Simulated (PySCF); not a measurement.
## Partial charges of `COCC[O-]`

Compound: C₃H₇O₂ (charge -1).
Z-matrix (Å and degrees, PBE0-D3(BJ)/def2-SVP geometry), rows numbered from 1:
```
C 
O   1  1.4018
C   2  1.4147  1  112.49
C   3  1.5464  2  114.87  1    65.22
O   4  1.3111  3  116.23  2   -67.87
H   1  1.1169  2  111.36  3    79.65
H   1  1.1055  2  107.91  3  -162.62
H   1  1.1094  2  109.47  3   -40.59
H   3  1.1090  2  105.57  1  -172.65
H   3  1.1159  2  109.65  1   -56.16
H   4  1.1627  3  101.53  2   164.77
H   4  1.1557  3  102.41  2    60.88
```

Density: PBE0/pcSseg-1 (PySCF); schemes: Mulliken, IAO, Hirshfeld and ESP-fitted. Geometry: PBE0-D3(BJ)/def2-SVP, one conformer, isolated ion. The pcSseg-1 basis has no diffuse functions, a weakness for an anion. The HOMO energy is positive at this level (+0.50 eV), so the outermost electrons may be held by the finite basis alone.

Q: What partial charge does each atom carry?

A: In e; atoms taken as equivalent share a row and are averaged (×n: the atom named and its like, n in all):

```csv
atom,environment,Mulliken,IAO,Hirshfeld,ESP-fitted
C1,methoxy carbon,-0.032,-0.209,-0.074,-0.049
O2,ether oxygen,-0.534,-0.419,-0.183,-0.392
C3,sp3 carbon bound to oxygen,+0.014,-0.076,-0.039,+0.001
C4,sp3 carbon bound to oxygen,+0.139,+0.036,-0.072,+0.669
O5,alkoxide oxygen,-0.725,-0.813,-0.513,-0.904
H6/H7/H8,methyl hydrogen,+0.069,+0.116,+0.007,+0.048
H9/H10,methylene hydrogen,+0.031,+0.084,-0.005,-0.010
H11/H12,methylene hydrogen,-0.065,-0.017,-0.064,-0.226
```

Mean size of the charges over all atoms: ESP-fitted 0.219 e, IAO 0.175 e, Mulliken 0.153 e, Hirshfeld 0.087 e. Each set sums to the total charge, -1, to within 0.001 e. The Hirshfeld scheme weights the molecular density at each point by an atom's share of the summed free-atom densities. The ESP scheme is a least-squares fit of atom-centred charges to the potential on four shells outside the van der Waals surface, with the total charge fixed.

Some averages cover members that differ in this geometry: H6/H7/H8, Mulliken +0.025 to +0.130; H6/H7/H8, ESP-fitted +0.008 to +0.107; H6/H7/H8, IAO +0.074 to +0.169; H11/H12, ESP-fitted -0.247 to -0.205 e.

Lowest charge. All schemes agree: Mulliken O5 (-0.725); IAO O5 (-0.813); Hirshfeld O5 (-0.513); ESP-fitted O5 (-0.904).

Highest charge. The schemes don't all agree: Mulliken C4 (+0.139); IAO H6/H7/H8 (+0.116); Hirshfeld H6/H7/H8 (+0.007); ESP-fitted C4 (+0.669).

Q: How many electrons does the IAO scheme count on C1?

A: Z − q = 6 − (-0.209) = 6.209.

Q: Sum the charges by element.

A: 
| element | atoms | Mulliken | IAO | Hirshfeld | ESP-fitted |
| --- | --- | --- | --- | --- | --- |
| C | 3 | +0.121 | -0.249 | -0.185 | +0.622 |
| O | 2 | -1.259 | -1.232 | -0.696 | -1.296 |
| H | 7 | +0.138 | +0.482 | -0.119 | -0.327 |

Q: How closely do the schemes follow one another over all atoms?

A: Correlation coefficient and root-mean-square difference: IAO with Hirshfeld 0.96, 0.141 e; Mulliken with IAO 0.95, 0.086 e; Mulliken with Hirshfeld 0.91, 0.140 e; Mulliken with ESP-fitted 0.87, 0.181 e; IAO with ESP-fitted 0.78, 0.216 e; Hirshfeld with ESP-fitted 0.75, 0.260 e.
